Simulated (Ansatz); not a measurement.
Ideal-gas functions of C3H4FN, SMILES `C=NC(=C)F` at 800 K and 1 bar, from an Ansatz frequency run at PBE0-D4/def2-TZVP.

Molar mass 73.07 g/mol, point group Cs (symmetry number 1), electronic degeneracy 1, moments of inertia 48.752, 106.448, 155.2 u Å². Harmonic wavenumbers (cm⁻¹, unscaled): 159, 306, 445, 514, 630, 743, 817, 878, 899, 950, 1069, 1207, 1289, 1397, 1494, 1715, 1733, 3087, 3192, 3205, 3310.

Use S(trans) = R[1.5 ln M + 2.5 ln T − 1.1517]; rotational temperatures θ = 24.2544 K / I; S(rot) = R[ln(√π/σ · √(T³/θAθBθC)) + 1.5]; for each mode x = 1.438777 ν̃/T, S = R[x/(eˣ − 1) − ln(1 − e⁻ˣ)] and H = RT x/(eˣ − 1); 1 cm⁻¹ = 0.0119627 kJ/mol; R = 8.31446 J/(mol·K).

Problem. By hand: the entropy, in J/(mol·K).

Solution. Translation 182.9. Rotation: θ = 0.4975, 0.2279, 0.1563 K, giving 117.4. Vibration, mode by mode: 18.75, 13.38, 10.38, 9.26, 7.71, 6.50, 5.82, 5.33, 5.17, 4.80, 4.05, 3.33, 2.97, 2.55, 2.22, 1.62, 1.58, 0.21, 0.18, 0.18, 0.15, in all 106.1. Electronic 0.0. Sum 406.4 J/(mol·K).

Problem. By hand: H − E and G − E in kJ/mol, counted from the electronic energy.

Solution. Zero-point energy ½ × 29039 × 0.0119627 = 173.7; thermal vibration 47.6; translation, rotation and pV give 4 RT = 26.6. H − E = 247.9 kJ/mol, and G − E = 247.9 − 800 × 406.4/1000 = -77.2 kJ/mol.

Vibration gives 26 % of the entropy. The sum counts one conformer and one mirror image; others add a mixing term.
